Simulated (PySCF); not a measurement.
# Spin–spin coupling constants

Geometry:
| atom | x (Å) | y (Å) | z (Å) |
| --- | --- | --- | --- |
| C1 | 2.433 | -0.212 | 0.457 |
| N2 | 1.464 | -0.945 | 0.109 |
| C3 | 0.183 | -0.477 | 0.121 |
| C4 | -0.984 | -1.055 | -0.200 |
| C5 | -1.793 | 0.169 | 0.114 |
| C6 | -0.455 | 0.854 | 0.489 |
| H7 | 2.343 | 0.826 | 0.788 |
| H8 | 3.426 | -0.635 | 0.428 |
| H9 | -1.268 | -2.030 | -0.552 |
| H10 | -2.311 | 0.611 | -0.737 |
| H11 | -2.496 | 0.058 | 0.939 |
| H12 | -0.180 | 1.695 | -0.146 |
| H13 | -0.367 | 1.142 | 1.535 |

Method: B3LYP/pcJ-1 (spin–dipole term only in couplings to heteroatoms)//GFN2-xTB, PySCF 2.14; isolated molecule, single conformer, non-relativistic. Couplings are averaged over pairs made equivalent by symmetry, fast rotation or ring inversion, so a value needn't be that of the named pair in this geometry, while other rotamers aren't included; one pair stands for each set, and the list holds a selection of those of at least 0.8 Hz over up to four bonds.

Isotopes: 13C, 1H, 15N.

```json
{"pair": "C1, N2", "bonds": "1", "J (Hz)": "?"}
{"pair": "C1, H7", "bonds": "1", "J (Hz)": "?"}
{"pair": "C1, H8", "bonds": "1", "J (Hz)": "189.2"}
{"pair": "N2, C3", "bonds": "1", "J (Hz)": "-1.4"}
{"pair": "C3, C4", "bonds": "1", "J (Hz)": "74.1"}
{"pair": "C3, C6", "bonds": "1", "J (Hz)": "30.1"}
{"pair": "C4, C5", "bonds": "1", "J (Hz)": "?"}
{"pair": "C4, H9", "bonds": "1", "J (Hz)": "?"}
{"pair": "C5, C6", "bonds": "1", "J (Hz)": "28.6"}
{"pair": "C5, H10", "bonds": "1", "J (Hz)": "?"}
{"pair": "C6, H12", "bonds": "1", "J (Hz)": "142.2"}
{"pair": "C1, C3", "bonds": "2", "J (Hz)": "-5.0"}
{"pair": "N2, C4", "bonds": "2", "J (Hz)": "-7.5"}
{"pair": "N2, C6", "bonds": "2", "J (Hz)": "?"}
{"pair": "C3, C5", "bonds": "2", "J (Hz)": "?"}
{"pair": "C3, H12", "bonds": "2", "J (Hz)": "-6.6"}
{"pair": "C4, C6", "bonds": "2", "J (Hz)": "-2.0"}
{"pair": "C4, H10", "bonds": "2", "J (Hz)": "-7.6"}
{"pair": "H7, H8", "bonds": "2", "J (Hz)": "17.3"}
{"pair": "H12, H13", "bonds": "2", "J (Hz)": "-13.6"}
{"pair": "C4, H12", "bonds": "3", "J (Hz)": "6.9"}
{"pair": "C6, H9", "bonds": "3", "J (Hz)": "12.8"}
{"pair": "H10, H13", "bonds": "3", "J (Hz)": "2.6"}
{"pair": "C1, C5", "bonds": "4", "J (Hz)": "?"}
{"pair": "C1, H9", "bonds": "4", "J (Hz)": "-1.9"}
{"pair": "C4, H7", "bonds": "4", "J (Hz)": "-1.7"}
```

Question: Estimate the withheld couplings, with signs.

Answer: 
- 1J(C1,N2) = -9.1 Hz (bond length 1.263 Å)
- 1J(C1,H7) = 161.7 Hz (bond length 1.094 Å, sp2 carbon)
- 1J(C4,C5) = 34.2 Hz (bond length 1.501 Å)
- 1J(C4,H9) = 178.8 Hz (bond length 1.074 Å, sp2 carbon)
- 1J(C5,H10) = 144.1 Hz (bond length 1.089 Å, sp3 carbon)
- 2J(N2,C6) = 2.1 Hz (angle at C3 134°)
- 2J(C3,C5) = -6.0 Hz (angle at C4 94°)
- 4J(C1,C5) = -1.0 Hz
